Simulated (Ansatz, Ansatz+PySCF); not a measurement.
```xyz
3

O     0.0000    0.0000   -0.1292
H     0.0000    0.8145    0.5169
H     0.0000   -0.8145    0.5169
```

RHF-MP2 on singlet H₂O was run in several spherical basis sets with Ansatz (development build ahead of 0.2.0). Frozen core: 1 orbital.

(1) Rank the basis sets by the total energy that they give, lowest first, with the distance from the lowest.
A. def2-TZVP
B. 6-31G(d)
C. def2-SVP
D. cc-pVDZ
E. cc-pVTZ

Results:

(1) E (0.00 eV), A (0.13 eV), D (2.42 eV), B (3.32 eV), C (4.24 eV).

Totals follow the description of the cores as much as that of the bonds, so this order isn't one of quality for chemistry.
